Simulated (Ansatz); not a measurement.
Two structures of Si$_{2}$H$_{8}$O, singlet, reached by relaxing down either side of one saddle point (PBE0-D4/def2-TZVP). Energies are electronic, without zero-point energy. Computed with Ansatz 0.2.0 (basis: def2-TZVPP and def2-QZVPP); correlated methods freeze the cores. Extrapolation: Hartree–Fock as exp(−7.88 √X), correlation as X^−2.97. First:

Si1  (-0.182, 1.405, -1.112)
O2  (-0.115, 2.209, 0.324)
H3  (1.138, 0.826, -1.485)
H4  (-1.170, 0.317, -0.923)
H5  (-0.624, 2.296, -2.220)
H6  (0.713, -0.686, 1.313)
Si7  (0.092, -1.998, 1.004)
H8  (0.490, 2.947, 0.396)
H9  (0.664, -3.039, 1.897)
H10  (0.371, -2.359, -0.410)
H11  (-1.375, -1.919, 1.216)
(Å)

Second:

Si1  (-0.212, 0.200, -1.338)
O2  (0.583, 1.298, 1.477)
H3  (1.158, 0.765, -1.484)
H4  (-0.604, -0.356, -2.664)
H5  (-1.147, 1.318, -1.035)
H6  (1.434, 1.657, 1.213)
Si7  (-0.281, -1.446, 0.327)
H8  (-0.026, 2.041, 1.453)
H9  (1.057, -1.630, 0.945)
H10  (-0.689, -2.750, -0.270)
H11  (-1.273, -1.097, 1.376)
(Å)

(1) Which bonds change from the first to the second?

(2) Give the saddle point's structure and its height above each. (To be estimated.)

The T1 diagnostic stays at or below 0.014.

Answers

(1) SiH₄O ([OH][SiH3]) + SiH₄ → Si₂H₆ ([SiH3][SiH3]) + H₂O; bonds formed: Si1–Si7, O2–H6; bonds broken: Si1–O2, H6–Si7.

(2) Computed: 2.712 eV above the first and 1.930 eV above the second (CCSD(T) at an estimated basis limit (MP2 extrapolated from triple and quadruple zeta, plus CCSD(T) − MP2 in triple zeta)).
```
11
angstrom
Si -0.1609 0.7631 -0.9810
O 0.0145 1.5321 0.6868
H 1.0647 0.2164 -1.6077
H -1.4343 0.1108 -1.3683
H -0.2763 2.1464 -1.5577
H 0.2414 0.5843 1.0938
Si -0.0022 -1.4705 0.6537
H 0.6217 2.2790 0.8212
H 1.0977 -1.9697 1.5464
H 0.1119 -2.2889 -0.5942
H -1.2783 -1.9030 1.3069
```

Labels in which every atom is bracketed show which atoms are joined, not bond orders.

For scale, one of the runs: CCSD(T)/def2-TZVPP, 227 basis functions, launched by `ansatz run in.yaml --threads 4 --pin off --events-out ev --progress --plain --max-ram 9574MiB`. Time: 68 s of wall clock on 4 CPU threads of an Intel Xeon; the host was shared. Peak host memory: 3.5 GiB.
